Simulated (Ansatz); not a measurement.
**How far each method lies from UCCSDT(Q) for N–SiH–P, sextet**

Geometry: that of the N–SiH–P, quartet, kept fixed.

```yaml
atoms:
  - { symbol: N, position_ang: [0.0000, -0.6537, 1.9089] }
  - { symbol: Si, position_ang: [0.0000, 0.4249, 0.6154] }
  - { symbol: P, position_ang: [0.0000, -0.1504, -1.4531] }
  - { symbol: H, position_ang: [0.0000, 1.8658, 0.9782] }
```

Basis cc-pVDZ; Ansatz 0.2.0. Correlated methods freeze the noble-gas cores, which leaves 15 electrons in 44 orbitals. R marks a restricted (for open shells ROHF) determinant, U an unrestricted one. Active spaces: valence = (11e, 11o, short of the full valence) chosen from the atoms' valence shells.

Full CI isn't at hand for all of this; UCCSDT(Q) serves as the reference, and is uncertain by about the last step of the cluster series. The frozen core follows each run's orbitals, which can shift R against U totals by a few meV.

The UHF ⟨S²⟩ is 8.794, the T1 diagnostic (RCCSD) is 0.0238 and the largest doubles amplitude (RCCSD) is 0.039. The T1 diagnostic (UCCSD) is 0.0217.

| level | E − E(RHF) (eV) |
| --- | --- |
| UHF | -0.3823 |
| RMP2 | -6.9854 |
| UMP2 | -6.9226 |
| RCCSD | -8.2971 |
| UCCSD | -8.3036 |
| RCCSD(T) | -8.5181 |
| UCCSD(T) | -8.5180 |

Q: Estimate how far UCCSDT(Q) in cc-pVDZ lies from RCCSD(T). The table doesn't fix it; the size of (T) and the diagnostics are the guide.

A: UCCSDT(Q) in cc-pVDZ lies 1.56 kcal/mol below RCCSD(T), which is 31 % of the (T) step (-5.10 kcal/mol). The diagnostics give no warning, yet the rest is a sizeable part of (T). The miss exceeds 1 kcal/mol.

The other levels:

```
                   level  E − E(UCCSDT(Q)) (kcal/mol)  share of correlation (%)  wall time
                 BCCD(T)                         1.53                     99.23       70 s
                  RCCSDT                         0.42                     99.79          –
                  UCCSDT                         0.39                     99.80          –
               RCCSDT(Q)                         0.04                     99.98    4.9 min
  CASSCF (valence space)                       165.94                     16.18          –
  NEVPT2 (valence space)                        33.62                     83.02       43 s
  MRCISD (valence space)                        18.30                     90.76          –
MRCISD+Q (valence space)                         2.02                     98.98       65 s
```

The correlation energy at UCCSDT(Q), counted from RHF, is -8.586 eV. That run took 4 min on 1 thread of Intel Xeon, shared host.

Times hold each run's SCF and search for its determinant on a shared host, so for small cases they say little of a method's own cost; they ran on 1 thread of Intel Xeon.

Natural occupations of CASSCF (valence space) about the gap: 1.968 1.008 1.001 1.001 1.000 0.991 0.047 0.019 0.016; effectively unpaired electrons, Σ n²(2−n)², 5.02.
